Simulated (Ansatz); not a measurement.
Rock-salt ZrC was calculated with revPBE (Ansatz, a first-principles code, plane waves, PAW).

Run with plane-wave cutoff 520 eV, 16×16×16 k mesh, Fermi–Dirac smearing 0.1 eV, perturbation theory, scalar-relativistic PAW data made under PBE.

Computed at the level's own relaxed cell.

Harmonic phonon frequencies (cm⁻¹; i marks an imaginary mode):

| q point | frequencies |
|---|---|
| Γ | ___ |
| X | ___ |
| U | ___ |
| L | ___ |
| W | 233 233 240 500 500 572 |

**Question.** Complete the blanks.

**Answer.** 
- Γ, frequencies: 0 0 0 412 412 412
- X, frequencies: 203 203 254 445 445 527
- U, frequencies: 197 243 253 478 522 559
- L, frequencies: 176 176 318 505 505 646

No imaginary mode appears at these points.
